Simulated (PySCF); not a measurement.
## PySCF run on PC

The script input.py:

```python
from pyscf import gto, dft

mol = gto.M(
    atom='P 0 0 0; C 0 0 1.437',
    basis='lanl2dz',
    ecp={'P': 'lanl2dz'},
    charge=0,
    spin=1,
    verbose=4,
)
mf = dft.UKS(mol, xc='lda,vwn')
field = 0.01  # electric field along z, atomic units
h = mf.get_hcore() + field*mol.intor('int1e_r')[2]
mf.get_hcore = lambda *args: h
e_nuc = mol.energy_nuc() - field*mol.atom_charges() @ mol.atom_coords()[:, 2]
mf.energy_nuc = lambda *args: e_nuc
mf.kernel()
mf.mulliken_pop()
mf.dip_moment()
print('orbital energies (hartree):', [e[max(0, n-3):n+3].round(4) for e, n in zip(mf.mo_energy, mol.nelec)])
```

```bash
$ python input.py
```

The log (some set-up lines and the per-cycle HOMO/LUMO lines with their warnings removed):

```
PySCF version 2.14.0

[INPUT] Symbol           X                Y                Z      unit          X                Y                Z       unit  Magmom
[INPUT]  1 P      0.000000000000   0.000000000000   0.000000000000 AA    0.000000000000   0.000000000000   0.000000000000 Bohr   0.0
[INPUT]  2 C      0.000000000000   0.000000000000   1.437000000000 AA    0.000000000000   0.000000000000   2.715536441000 Bohr   0.0

nuclear repulsion = 11.0475409377871
number of shells = 9
number of NR pGTOs = 37
number of NR cGTOs = 17
basis = lanl2dz
ecp = {'P': 'lanl2dz'}

******** <class 'pyscf.dft.uks.UKS'> ********
method = UKS
initial guess = minao
damping factor = 0
level_shift factor = 0
DIIS = <class 'pyscf.scf.diis.CDIIS'>
SCF conv_tol = 1e-09
SCF max_cycles = 50
number electrons alpha = 6  beta = 5
XC functionals = lda,vwn

grids dens level: 3
tot grids = 33304
init E= -42.5528133636251

cycle= 1 E= -43.176835454242  delta_E= -0.624  |g|= 0.993  |ddm|= 2.02
cycle= 2 E= -40.8292946435532  delta_E= 2.35  |g|= 1.44  |ddm|= 16.4
cycle= 3 E= -43.8320917666236  delta_E=   -3  |g|= 0.531  |ddm|= 16.2
cycle= 4 E= -43.8508535672376  delta_E= -0.0188  |g|= 0.46  |ddm|= 0.454
cycle= 5 E= -43.9280094493585  delta_E= -0.0772  |g|= 0.354  |ddm|= 0.28
cycle= 6 E= -43.9844804182682  delta_E= -0.0565  |g|= 0.181  |ddm|= 0.166
cycle= 7 E= -44.0064029074791  delta_E= -0.0219  |g|= 0.009  |ddm|= 0.212
cycle= 8 E= -44.0066809865057  delta_E= -0.000278  |g|= 0.0053  |ddm|= 0.0375
cycle= 9 E= -44.0067417374625  delta_E= -6.08e-05  |g|= 0.00144  |ddm|= 0.0196
cycle= 10 E= -44.006743457402  delta_E= -1.72e-06  |g|= 0.000286  |ddm|= 0.00283
cycle= 11 E= -44.0067435132925  delta_E= -5.59e-08  |g|= 1.51e-05  |ddm|= 0.000361
cycle= 12 E= -44.0067435134544  delta_E= -1.62e-10  |g|= 7.91e-07  |ddm|= 1.9e-05
Extra cycle  E= -44.0067435134477  delta_E= 6.74e-12  |g|= 3.33e-06  |ddm|= 3.65e-06
converged SCF energy = -44.0067435134477  <S^2> = 0.76930346  2S+1 = 2.0192112
 ** Mulliken pop       alpha | beta **
pop of  0 P 3s        0.45276 | 0.45679
pop of  0 P 4s        0.44006 | 0.42599
pop of  0 P 3px       0.25171 | 0.29577
pop of  0 P 3py       0.25171 | 0.29577
pop of  0 P 3pz       0.34925 | 0.23620
pop of  0 P 4px       0.21995 | 0.28046
pop of  0 P 4py       0.21995 | 0.28046
pop of  0 P 4pz       0.10992 | 0.10159
pop of  1 C 1s        0.99884 | 0.99854
pop of  1 C 2s        0.46950 | 0.36928
pop of  1 C 3s        0.46622 | 0.29050
pop of  1 C 2px       0.42175 | 0.33384
pop of  1 C 2py       0.42175 | 0.33384
pop of  1 C 2pz       0.66339 | 0.12899
pop of  1 C 3px       0.10660 | 0.08993
pop of  1 C 3py       0.10660 | 0.08993
pop of  1 C 3pz       0.05005 | -0.00789
In total             6.00000 | 5.00000
 ** Mulliken atomic charges   ( Nelec_alpha | Nelec_beta ) **
charge of  0P =      0.33165  (     2.29530      2.37304 )
charge of  1C =     -0.33165  (     3.70470      2.62696 )
Dipole moment(X, Y, Z, Debye):  0.00000,  0.00000, -0.01699
orbital energies (hartree): [array([-0.2907, -0.2907, -0.2712, -0.0706, -0.0706,  0.1146]), array([-0.3584, -0.2751, -0.2751, -0.1934, -0.0493, -0.0493])]
```

In short: E(SCF) = -44.006744 Eh, 12 cycles, ⟨S²⟩ = 0.769, μz(SCF) = -0.02 D.

Wall time 1 s on one thread of a shared host.

The bond length is a typed value, not an optimised one. No search for the lowest solution was made.
